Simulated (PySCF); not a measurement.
**BH2: from structure and modes to constants**

Computed with UPBE0 in PySCF with B def2-TZVP, H def2-TZVP; no relativity; density-fitted integrals.

The doublet minimum has C2v symmetry. Masses (u): B 11.00930, H 1.00782.

```xyz
3
charge 0 multiplicity 2, angstrom
B     0.0000    0.0000   -0.0787
H     1.0771    0.0000    0.4301
H    -1.0771    0.0000    0.4301
```

Harmonic wavenumbers (cm⁻¹): 978.6 (a1, ×1), 2585.5 (a1, ×1), 2753.9 (b2, ×1).

(1) Find the principal moments of inertia and the rotational constants. What kind of rotor is it?

(2) What is the harmonic zero-point energy?

(3) Find the vibrational entropy and heat capacity at 298.15 K.

## Answers

(1) About the centre of mass I = 0.44114, 2.3385, 2.7796 u Å². With B = 16.8576/I this gives 38.21, 7.209, 6.065 cm⁻¹. The molecule is an asymmetric top with κ = -0.93.

(2) Half the sum of all 3 wavenumbers, 6318/2 = 3159 cm⁻¹, which is 37.8 kJ/mol (1 cm⁻¹ = 0.0119627 kJ/mol).

(3) With u = 1.43878 ω/T, each mode gives S = R[u/(eᵘ−1) − ln(1−e⁻ᵘ)] and C = R u² eᵘ/(eᵘ−1)².
| ω (cm⁻¹) | u | S (J/(mol K)) | C (J/(mol K)) |
| --- | --- | --- | --- |
| 978.6 | 4.722 | 0.43 | 1.68 |
| 2585.5 | 12.477 | 0.00 | 0.00 |
| 2753.9 | 13.290 | 0.00 | 0.00 |
The sums over all modes are S = 0.4 and C = 1.7 J/(mol K); the softest mode gives 100 % of the entropy.

This need not be the most stable arrangement of these atoms.
